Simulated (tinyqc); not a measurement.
Inside a calculation. Method: Pariser-Parr-Pople SCF with singles CI, for the molecule c1ccoc1 (SMILES; centres numbered as the heavy atoms are written). One step of it, computed by the program tinyqc.

Problem. Iteration 2: orbitals and new P. Diagonalise F (the basis is taken as orthonormal) and form P = 2 sum c c over the lowest orbitals.

F (eV):
```
           1C         2C         3C          4O         5C
1C  -5.343975  -4.746462   0.210892    0.781859  -5.149557
2C  -4.746462  -5.343894  -5.150414    0.781465   0.210944
3C   0.210892  -5.150414  -6.813262   -4.434692   1.160595
4O   0.781859   0.781465  -4.434692  -12.520830  -4.435027
5C  -5.149557   0.210944   1.160595   -4.435027  -6.814006
```

pi electrons, sum of z_r less the charge = 6

Give: orbital energies; P after iteration 2.

Solution.

orbital energies (eV): -16.7220  -11.8626  -10.7930  0.3203  2.2213

P after iteration 2:
```
         1C       2C       3C       4O       5C
1C   1.0366   0.6034  -0.0730  -0.2560   0.7508
2C   0.6034   1.0366   0.7508  -0.2559  -0.0731
3C  -0.0730   0.7508   1.1454   0.4819  -0.4214
4O  -0.2560  -0.2559   0.4819   1.6360   0.4819
5C   0.7508  -0.0731  -0.4214   0.4819   1.1455
```
